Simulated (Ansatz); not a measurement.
Si (diamond): values from a third-order Birch-Murnaghan fit to a volume scan beside measured ones. Computed values: r2SCAN (plane waves to 500 eV, PAW, scalar-relativistic; Ansatz, a quantum-chemistry and plane-wave program). Si was relaxed with its symmetry unable to fall.

| quantity | reference | kind |
|---|---|---|
| Lattice constant a (Å) | 5.421 | measured, corrected to the static lattice |
| Bulk modulus B₀ (GPa) | 100.8 | measured, corrected to the static lattice |

References as given in: Daniel Mejia-Rodriguez, S. B. Trickey, Physical Review B (2018), arXiv:1807.09216; Jianwei Sun, Martijn Marsman, Gábor I. Csonka et al., Physical Review B (2011), doi:10.1103/physrevb.84.035117.

Problem. Estimate the r2SCAN values and the sign and size of each difference.

Solution. 
```csv
quantity,r2SCAN,difference
Lattice constant a (Å),5.444,+0.4 %
Bulk modulus B₀ (GPa),96.4,-4.3 %
```

r2SCAN overestimates the lattice constant a by 0.4 %. For the bulk modulus B₀ it lies within 5 % of the reference.

(Under strain, the slope of the energy per volume gives the stress and its curvature an elastic modulus.)
